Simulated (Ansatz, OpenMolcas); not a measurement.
**PN (phosphorus nitride): the energy, rung by rung**

PN has 2 atoms, charge 0, and is taken as a singlet. As SMILES, `N#P`. Geometry: the measured bond length.

```xyz
2

N     0.0000    0.0000    0.0000
P     0.0000    0.0000    1.4909
```

Each level gives the energy change with the N1–P2 bond stretched from 1.491 to 3.727 Å (eV). The values are calculated.

```tsv
level	kind	program	value (eV)	less FCI/STO-3G	CPU time (all runs)
HF/STO-3G (restricted)	Hartree–Fock	Ansatz	13.81	+8.95	0.17 s
SVWN5/STO-3G (restricted)	LDA	Ansatz	12.98	+8.12	0.77 s
BLYP/STO-3G (restricted)	GGA	Ansatz	12.03	+7.17	1.2 s
r2SCAN/STO-3G (restricted)	meta-GGA	Ansatz	13.39	+8.53	5.2 s
r2SCAN0/STO-3G (restricted)	hybrid meta-GGA	Ansatz	14.45	+9.59	2.9 s
CAM-B3LYP/STO-3G (restricted)	range-separated hybrid	Ansatz	14.40	+9.54	1.2 s
wB97M-V/STO-3G (restricted)	range-separated hybrid	Ansatz	14.70	+9.84	19 s
B2PLYP/STO-3G (restricted)	double hybrid	Ansatz	13.14	+8.28	1.6 s
RPA@PBE/STO-3G (restricted)	RPA	Ansatz	7.15	+2.29	2 s
FCI/STO-3G	exact in the basis	OpenMolcas	4.86	0.00	4.5 s
```

FCI/STO-3G is exact within its basis and frozen core, so for wave-function methods in that basis the difference is their error; functionals converge differently with the basis, so for them it is only a difference. Spin-restricted single references rise too steeply as a bond breaks. The first shape isn't each level's own minimum. The values span 4.86 to 14.70 eV. All rows use very small basis sets, so even the best lies far from the true value. CPU times are rough (shared hosts, several kinds of processor): they show what a rung costs within a factor of a few.
